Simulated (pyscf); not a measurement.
A first-order saddle from PySCF, ωB97X-D3(BJ)/def2-SVP:

```xyz
7

Cl     1.0337     0.3664     1.2074
Ge    -1.7314    -0.3106     0.7985
Cl    -1.3379    -2.3813     0.1824
N     -1.0001     0.4239    -0.8160
H      0.3395     0.5299     0.0111
H     -1.3426     1.3344    -1.1226
H     -0.9076    -0.2107    -1.6097
```

Surface: singlet, charge 0. Lowest wavenumbers (cm⁻¹): 310i, 75, 170, 210, 374.

### Question
What reaction is this the transition state of?

### Answer
Cl–Ge:–Cl [singlet] + ammonia (NH₃) ⇌ hydrogen chloride (HCl) + H₂N–Ge:–Cl [singlet], a four-centre exchange read from left to right: Cl–Ge, H–N broken and Cl–H, Ge–N formed. At CCSD(T)/def2-TZVPP + ΔMP2(QZVPP) it lies +11.4 kcal/mol from the left side and +1.1 kcal/mol from the right (each side as separated species at their lowest minima found). On the reactant side the descent ends in an adduct with a Ge–N contact, 24.0 kcal/mol under the separated species and 34.4 kcal/mol under the saddle at ωB97X-D3(BJ)/def2-TZVP. On the product side the descent ends in a complex, 4.0 kcal/mol under the separated species and 1.9 kcal/mol under the saddle at ωB97X-D3(BJ)/def2-TZVP. What is counted as formed (Ge–N) is already present as a longer contact in the reactant adduct; forming that adduct is a step of its own. One saddle was located; it need not be the lowest between these sides. The CCSD(T) − MP2 part came from Ansatz, without density fitting, on the same reference. The frozen core leaves the outer d or s,p core shells of the metals and heavy elements correlated in the MP2 and CC values, and def2-TZVPP describes them poorly, which can shift differences by a few kcal/mol. Elements up to Kr have no core potential and no relativistic terms here.
